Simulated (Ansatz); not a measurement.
## MoS$_{2}$ (P-3m1)

These are results of Ansatz, DFT PBEsol, scalar-relativistic, plane waves, PAW, not measurements.

Settings: cutoff 420 eV, Γ-centred mesh 18×18×8 on the computed 3-atom cell, Gaussian smearing of 0.10 eV; no spin polarisation.

The structure is relaxed at this level of theory with its symmetry kept. This form isn't the usual stable structure of the compound.

```cif
data_structure
_symmetry_space_group_name_H-M 'P-3m1'
_symmetry_Int_Tables_number 164
_cell_length_a 3.1412
_cell_length_b 3.1412
_cell_length_c 6.1247
_cell_angle_alpha 90.000
_cell_angle_beta 90.000
_cell_angle_gamma 120.000
_cell_volume 52.34
loop_
_atom_site_label
_atom_site_type_symbol
_atom_site_symmetry_multiplicity
_atom_site_Wyckoff_symbol
_atom_site_fract_x
_atom_site_fract_y
_atom_site_fract_z
_atom_site_occupancy
Mo1 Mo 1 b 0.00000 0.00000 0.50000 1
S1 S 2 d 0.33333 0.66667 0.24106 1
```

```json
{
 "Space group": "P-3m1 (No. 164)",
 "Volume per atom": "17.45 Å³",
 "Formation energy from the elements' standard states (uncorrected)": "-0.693 eV/atom",
 "Kohn–Sham band gap": "none (metal)",
 "Density of states at the Fermi level": "1.14 states/eV per cell",
 "Löwdin character within 0.5 eV of the Fermi level": "Mo 4d 49 %, S 3p 47 %",
 "Bader charges (e)": "Mo (1 in the cell) 1.23, S (2 in the cell) -0.62"
}
```

Each cell of MoS2 holds layers, and where no dispersion correction was added their binding is poorly described.

A ferromagnetic start lost its moments in a first run, so spin was left out; other magnetic orders weren't tried.